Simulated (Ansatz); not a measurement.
## Scan of [CH$_{3}$···H···H], doublet

Starting geometry:

```xyz
6

C    -0.1390    0.0000    0.0000
H    -0.5022    1.0273    0.0000
H    -0.5022   -0.5137    0.8897
H    -0.5022   -0.5137   -0.8897
H     0.9506    0.0000    0.0000
H     2.2130    0.0000    0.0000
```

From there H5 is moved from one fragment to the other while all else, the fragments' distance too, stays fixed, so the hump isn't the reaction's barrier; atoms are numbered as listed. Energies are in kJ/mol, counted from the starting geometry at the same level. Kohn–Sham curves are unrestricted where that lies lower.

Basis 6-31G; Ansatz 0.2.0. Correlated methods freeze the noble-gas cores.

In so small a basis the reference is far from its limit while semilocal and hybrid functionals are nearer theirs (RPA and double hybrids share much of the reference's basis error), so the functionals' errors here hold much of the reference's basis and frozen-core error, which can add to them or hide them.

Full CI is exact within this basis and frozen core; it isn't the basis-set limit.

```csv
distance C1-H5 (Å),full CI,PBE,BLYP,r2SCAN,PBE0,B3LYP,wB97X-V,wB97M-V,B2PLYP,RPA-PBE
1.013,11.1,16.3,16.9,15.2,13.2,14.3,12.6,12.7,12.0,12.4
1.090,0.0,0.0,0.0,0.0,0.0,0.0,0.0,0.0,0.0,0.0
1.164,5.9,0.1,-0.9,1.5,3.2,1.8,3.9,3.6,4.5,4.5
1.237,18.9,7.5,5.3,10.5,13.6,10.4,14.8,14.0,16.1,16.0
1.311,32.5,17.0,13.3,21.3,25.2,20.2,26.6,25.4,28.5,28.2
1.385,41.4,24.8,19.6,29.4,33.9,27.2,34.6,33.4,37.2,36.3
1.459,43.6,30.0,23.2,33.5,38.3,30.3,37.4,36.6,40.3,38.9
1.533,41.6,34.5,26.1,35.5,40.6,31.5,37.6,37.2,40.0,38.0
1.607,42.1,43.5,33.5,41.2,46.6,36.7,41.5,41.3,42.7,40.0
```

Judged by the spread of the error over the points with a reference (largest less smallest), which of these follows full CI best and which worst?

Subtracting the full CI column from each: best B2PLYP (errors from -4.2 to 0.9, spread 5.0 kJ/mol), worst BLYP (from -21.7 to 5.8, spread 27.6 kJ/mol). Functionals and wave-function methods converge differently with the basis, so part of this is basis effect.
